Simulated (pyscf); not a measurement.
Single points on ωB97X-D3(BJ)/def2-SVP structures (PySCF, gas phase).

Q: F–BH–F (SMILES FBF) + NH₃ (SMILES N) → H₂N–B(F)–F (SMILES NB(F)F) + H₂ (SMILES [H][H])
Surface: singlet. Broken: B–H, H–N. Formed: B–N, H–H. Give ΔE‡ and ΔE from M06-2X/def2-TZVP, relative to the separated reactants.

A: ΔE‡ = 21.9 kcal/mol, ΔE = -24.7 kcal/mol. ωB97M-D3(BJ)/def2-TZVP gives 22.5 kcal/mol and -22.3 kcal/mol. Zero-point energy shifts the barrier by -0.5 kcal/mol. It is a four-centre exchange, with an imaginary mode of 1513i cm⁻¹. On the reactant side the descent ends in an adduct with a B–N contact, 18.3 kcal/mol under the separated species and 41.2 kcal/mol under the saddle at ωB97X-D3(BJ)/def2-TZVP. What is counted as formed (B–N) is already present as a longer contact in the reactant adduct; forming that adduct is a step of its own. At the saddle there is also a short B–H contact that neither side keeps. The same reactants have a lower exit, to HF + H₂N–BH–F (barrier +16.4 kcal/mol at ωB97M-D3(BJ)/def2-TZVP, against +22.5 kcal/mol here). One saddle was located; it need not be the lowest between these sides.
